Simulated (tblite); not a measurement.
Species: CClF3.
InChI=1S/CClF3/c2-1(3,4)5

All values are computed: GFN2-xTB (tblite) harmonic vibrations without scaling, gas phase. Errors from tens to a few hundred cm⁻¹ against measured bands are possible.

Harmonic wavenumbers (cm⁻¹): 301.1, 301.1, 414.8, 486.1, 486.3, 679.4, 984.3, 1106.3, 1106.3.

A = 5793, B = 3279, C = 3279 MHz; mass 103.964 u (most abundant isotopes); point group C3v, symmetry number 3.

Question: What is the zero-point energy?

Answer: ½Σν̃ = 2933 cm⁻¹ = 35.08 kJ/mol.

Question: Entropy at 273.15 K, 1 bar (ideal gas, RRHO, classical rotation)?

Answer: Translation 164.95, rotation 98.76, vibration 20.51: S = 284.2 J/(mol K).

Question: And Cp and H(273.15 K) − H(0)?

Answer: Cp = 68.44 J/(mol K), of which vibrations give 35.19 (their classical limit is 9 R = 74.8); H(273.15 K) − H(0) = 12.92 kJ/mol without the zero-point energy, 3.84 from vibrations.

Question: How do the functions run with temperature in this model?

Answer: 
```
T (K)  S (J/(mol K))  Cp (J/(mol K))  H − H(0) (kJ/mol)  G − H(0) (kJ/mol)  ln q(vib)
  100          231.7            39.0               3.45             -19.73       0.03
  200          264.6            57.6               8.29             -44.63       0.37
  300          290.8            71.8              14.80             -72.44       0.95
  500          331.9            88.6              31.05            -134.91       2.32
  800          376.2            98.9              59.44            -241.53       4.30
 1000          398.6           101.9              79.55            -319.09       5.47
```

q(vib) and H(0) count from the zero-point level.

Question: Which modes carry the vibrational entropy at 273.15 K?

Answer: 301.1 cm⁻¹: 5.30; 301.1 cm⁻¹: 5.30; 414.8 cm⁻¹: 3.29; 486.1 cm⁻¹: 2.45; 486.3 cm⁻¹: 2.45; 679.4 cm⁻¹: 1.09 J/(mol K); the other 3 give 0.62 together.

Question: What must be added to the electronic energy to get the Gibbs energy at 273.15 K and 1 bar?

Answer: ZPE + [H(273.15 K) − H(0)] − T·S = 35.08 + 12.92 − 77.64 = -29.64 kJ/mol.
